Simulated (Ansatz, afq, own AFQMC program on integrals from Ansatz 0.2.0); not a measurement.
## Atomization energy of CH4Ge, singlet

```xyz
6

Ge    0.0000    0.0000    0.2739
C     0.0000    0.0000   -1.4947
H     0.0000    1.2853    1.0968
H     0.0000   -1.2853    1.0968
H     0.0000    0.9233   -2.0594
H     0.0000   -0.9233   -2.0594
```

Connectivity, by distances: GeH2–CH2.

Atoms in their ground-state spins without spin–orbit coupling (mostly on UHF) minus the molecule (RHF), without zero-point energy. The geometry is a stationary point, not shown to be a minimum.

Basis cc-pVDZ. Noble-gas cores (and the filled d shells of Ga–Kr and In–Xe) are frozen. Integrals, coupled cluster, full CI and functionals: Ansatz 0.2.0; the random walks run on the same integrals in our own AFQMC program. The CISD trial takes its coefficients from CCSD amplitudes. Released means that phaseless walkers are propagated on without the constraint, phases kept. Uncertainties: one standard error, sampling alone. No spin–orbit coupling. The errors of all members are added in quadrature.

No full CI on the walks' own integrals is used here; CCSDT(Q) serves as the reference and is uncertain by about the last step of the cluster series. Each member takes its own surest rung, up to full CI.

Errors are counted within cc-pVDZ, not against nature.

Cautions: inner d shell frozen; no relativity below Rb; no spin-orbit coupling; CH₄Ge (singlet): higher spins were not checked, restricted determinant unstable towards unrestricted (UHF 131 meV lower, ⟨S²⟩ 0.40), the ph-AFQMC/CISD walk drifts between its halves (2.9 errors).

| level | atomization energy (kcal/mol) |
| --- | --- |
| CCSD | 392.8 |
| HF | 301.7 |

Q: From these cheaper values, estimate the atomization energy at the reference level in cc-pVDZ.

A: 398.6 kcal/mol (CCSDT(Q) in cc-pVDZ).

```csv
level,atomization energy (kcal/mol),error against CCSDT(Q) (kcal/mol)
MP2,395.6,-3.0
CCSD(T),398.0,-0.7
CCSDT,398.2,-0.4
ph-AFQMC/HF,404.1 ± 1.7,5.5 ± 1.7
ph-AFQMC/CISD,398.5 ± 0.5,-0.2 ± 0.5
released AFQMC,398.3 ± 0.5,-0.4 ± 0.5
```

Correlation beyond CCSD(T) adds 0.7 kcal/mol. The perturbative (T) step is worth +5.2 kcal/mol.

A walk keeps the symmetry of its determinant, which the program's search chose and which needn't be the lowest solution, so a lower state of the same spin and another symmetry isn't excluded. Released energies are given only where the last usable release times agree within the noise; a slower fall can still hide under it.
